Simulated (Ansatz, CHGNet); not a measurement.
For rock-salt CaO, the machine-learned potential CHGNet 0.3.0 (trained on PBE and PBE+U data) gives:

```
Quantity                           Value
------------------------------  --------
lattice constant a               4.851 Å
elastic constant C11             191 GPa
elastic constant C44            53.1 GPa
Voigt–Reuss–Hill shear modulus  57.4 GPa
```

**Question.** What does HSE06 (plane waves, PAW; Ansatz, a quantum-chemistry and plane-wave program) give for the same quantities?

**Answer.** 
- lattice constant a: 4.798 Å (falls by 1.1 %)
- elastic constant C11: 221 GPa (goes up by 16 %)
- elastic constant C44: 81.1 GPa (goes up by 53 %)
- Voigt–Reuss–Hill shear modulus: 80.4 GPa (goes up by 40 %)

For comparison: lattice constant a 4.781 Å (measured, zero-point anharmonic expansion removed; as tabulated in Chen et al. (2018), doi:10.1103/physrevmaterials.2.073803); elastic constant C11 219 GPa (measured, room temperature, not corrected to a static lattice; as tabulated in Speziale et al. (2006), doi:10.1029/2005jb003823); elastic constant C44 80 GPa (measured, room temperature, not corrected to a static lattice; as tabulated in Speziale et al. (2006), doi:10.1029/2005jb003823).

Changes are worked out from the printed values.

Unless a cell is named, each level is at its own relaxed cell (CHGNet 0.3.0 14.27, HSE06 13.81 Å³/atom).

Ansatz's density-functional and Hartree–Fock values are scalar-relativistic unless marked +SOC, with PAW data made under PBE.
